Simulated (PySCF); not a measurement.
3,3,3-trifluoropropene, C3H3F3, SMILES C=CC(F)(F)F, point group Cs.

Level: PBE0/pcSseg-1 in PySCF (density fitting, grid level 2); geometry and Hessian at that level, cubic constants and property derivatives from steps of ±0.6 along each species' dimensionless normal coordinates, second-order vibrational perturbation theory. The parent has the commonest isotopes.

Equilibrium geometry (Å):

| atom | x | y | z |
| --- | --- | --- | --- |
| C1 | 1.4116 | -0.1066 | 0.0006 |
| C2 | 0.1838 | -0.4092 | -0.3896 |
| C3 | -1.0368 | 0.2581 | 0.1475 |
| F4 | -0.7587 | 1.1818 | 1.0750 |
| F5 | -1.7247 | 0.8671 | -0.8325 |
| F6 | -1.8692 | -0.6356 | 0.7064 |
| H7 | 1.5949 | 0.6601 | 0.7501 |
| H8 | 2.2730 | -0.6190 | -0.4200 |
| H9 | -0.0197 | -1.1727 | -1.1381 |

**Question.** Give the equilibrium and ground-state rotational constants (MHz) of parent; ²H at 7.

**Answer.** 
```json
{"species": "parent", "Ae": "5453.1", "Be": "2954.6", "Ce": "2880.7", "A0": "5416.3", "B0": "2933.9", "C0": "2862.5", "Δ0 (u Å²)": "-89.007", "harmonic ZPE (cm⁻¹)": "12661"}
{"species": "²H at 7", "Ae": "5389", "Be": "2872.1", "Ce": "2785.2", "A0": "5352.9", "B0": "2853", "C0": "2768.7", "Δ0 (u Å²)": "-89.015", "harmonic ZPE (cm⁻¹)": "11969"}
```

Δ0 = Ic − Ia − Ib from the ground-state constants.

**Question.** How is the parent's vibrational correction B0 − Be made up?

**Answer.** 
```tsv
axis	harmonic	Coriolis	cubic	total (MHz)
a	7.99	-7.27	-37.5	-36.8
b	2.52	-2.58	-20.7	-20.7
c	3.08	-0.878	-20.4	-18.2
```

**Question.** And its quartic centrifugal distortion constants from the harmonic force field?

**Answer.** Asymmetric top, A reduction, Ir representation: ΔJ = 0.371 kHz, ΔJK = 5.75 kHz, ΔK = -4.62 kHz, δJ = -0.007 kHz, δK = -6.15 kHz.

A mode lies under 250 cm⁻¹, where this perturbation treatment is rough.
